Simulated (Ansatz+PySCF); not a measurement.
doublet C6H5: levels of theory in one basis

```xyz
11

C    -0.0307    1.4709    0.0000
C     1.2072    0.7402    0.0000
C     1.1982   -0.6918    0.0000
C    -0.0374   -1.4156    0.0000
C    -1.2892   -0.7089    0.0000
C    -1.2239    0.7066    0.0000
H    -0.0405    2.5668    0.0000
H     2.1602    1.2838    0.0000
H     2.1477   -1.2399    0.0000
H    -0.0318   -2.5127    0.0000
H    -2.2431   -1.2484    0.0000
```

Basis set: cc-pVTZ (spherical functions). Left uncorrelated: 6 orbitals. Correlation on ROHF uses semicanonical orbitals with singles. Charge 0, multiplicity 2.

Computed with Ansatz (development build ahead of 0.2.0); each method stands on the lowest determinant of its kind that the runs found.

```json
{"method": "ROHF", "E − E(ROHF) (eV)": "0.00", "<S²> of the determinant": "0.75"}
{"method": "UHF", "E − E(ROHF) (eV)": "-0.53", "<S²> of the determinant": "1.58"}
{"method": "UHF-MP2", "E − E(ROHF) (eV)": "-23.71", "<S²> of the determinant": "1.58"}
{"method": "ROHF-CCSD(T)", "E − E(ROHF) (eV)": "-27.23", "<S²> of the determinant": "–"}
```

Task: What does ROHF-MP2 give on the same scale?

Result: -25.08 eV.

Task: Is a single determinant a sound starting point here?

Result: It is doubtful. Unrestricted orbitals lower Hartree–Fock by 0.53 eV and <S²> is 1.58 where a pure state has 0.75, a sign of strong static correlation.

Caution for UHF, UHF-MP2: the unrestricted determinant is a mixture of spin states; the determinant may break the point group. Caution for ROHF-MP2: forces differ strongly between restricted and unrestricted references.
